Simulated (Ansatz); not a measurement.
Energy landscape of CHN, singlet: collinear H-C-N surface. Scanned: H-C distance and C-N distance.

Cartesian coordinates as functions of the variables (Å; names that start with a are angles):
```
H  0  0  -r1
C  0  0  0
N  0  0  r2
```

Calculation: CCSDT on RHF/cc-pVDZ, frozen core (Ansatz, a program for electronic structure).

Energy in kcal/mol above the lowest grid point; x is the H-C distance (Å), y the C-N distance (Å).

```csv
y \ x,0.91,0.98,1.04,1.08,1.14,1.20,1.26,1.34,1.42,1.53,1.60
1.72,151.5,137.4,131.6,130.2,130.6,133.4,137.8,145.3,153.7,—,—
1.64,131.4,117.4,111.7,110.3,110.9,113.7,118.2,125.8,—,—,—
1.53,100.4,86.5,80.9,79.6,80.3,83.4,88.0,95.8,104.5,117.1,124.9
1.43,70.3,56.6,51.2,50.0,50.9,54.1,58.9,66.9,75.9,88.8,96.8
1.35,47.6,34.0,28.8,27.7,28.7,32.1,37.0,45.2,54.4,67.6,75.8
1.28,31.1,17.7,12.5,11.5,12.7,16.1,21.2,29.6,39.0,52.4,60.8
1.23,22.8,9.5,4.5,3.5,4.7,8.3,13.5,22.0,31.5,45.1,53.5
1.17,19.0,5.8,0.9,0.0,1.3,5.0,10.3,19.0,28.6,42.4,51.0
1.11,25.0,12.0,7.2,6.4,7.8,11.6,17.0,25.8,35.6,49.5,58.3
1.05,45.4,32.6,27.9,27.2,28.8,32.7,38.2,47.1,57.0,71.1,80.0
0.98,96.2,83.6,79.1,78.5,80.2,84.3,89.9,99.0,109.0,123.3,132.3
```

Points that lie below all their neighbours on the grid (none is named beside a point without a result): x = 1.08, y = 1.17 (0.0 kcal/mol).

Dashes: no converged value, or the column stops at the first point that the program doubted or that broke a chosen test of continuity, which isn't proof of a fault.
